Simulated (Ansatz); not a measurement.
Species: lithium hydride, LiH (charge 0, singlet). 
Structure (B3LYP-D3(BJ)/def2-TZVP (Ansatz, a quantum-chemistry and plane-wave program) minimum search):
```
Li
H 1 1.5907
```

Basis-set convergence of Hartree-Fock and CCSD correlation energies (hartree) with Ansatz. Correlated levels leave the core frozen unless marked. No spin-orbit coupling. Non-relativistic.

| basis | functions | E(HF) | E(corr, CCSD) |
|---|---|---|---|
| def2-SVPD | 20 | -7.97946 | -0.03203 |
| def2-TZVPPD | 39 | -7.98635 | -0.03545 |
| def2-QZVPPD | 68 | -7.98710 | -0.03663 |

Extrapolating the two largest sets (X = 3 and 4) as X^-3: E(corr) = (64·(-0.03663) - 27·(-0.03545))/37 = -0.0375 Eh, an estimate of the basis-set limit. The largest set recovers 97.7 % of it, the smallest 85.4 %.
